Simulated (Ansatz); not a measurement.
System: rock-salt BaTe. Method: G0W0@PBE (plane waves, hard PAW, contour deformation; Ansatz, a program for electronic structure).

The same calculation (at the measured cell, 43.004 Å³/atom) with different numerical settings; throughout: k mesh 2×2×2:

| run | response cutoff (eV) | empty bands | quasiparticle gap on the mesh (eV) | quasiparticle gap at Γ (eV) | rough time |
|---|---|---|---|---|---|
| 1 | 100 | 359 | 2.226 | 3.777 | 10 core-s |
| 2 | 150 | 659 | 2.302 | 3.839 | 40 core-s |
| 3 | 200 | 1015 | 2.328 | 3.859 | 100 core-s |
| 4 | 250 | 1418 | 2.342 | 3.869 | 5 core-min |
| 5 | 300 | 1864 | 2.350 | 3.876 | 5 core-min |

In the column quasiparticle gap on the mesh (eV) the first row differs from the last by -0.124 and the next to last by -0.008.

The last row is no converged limit: other settings stay fixed.

Spin–orbit coupling is not included.
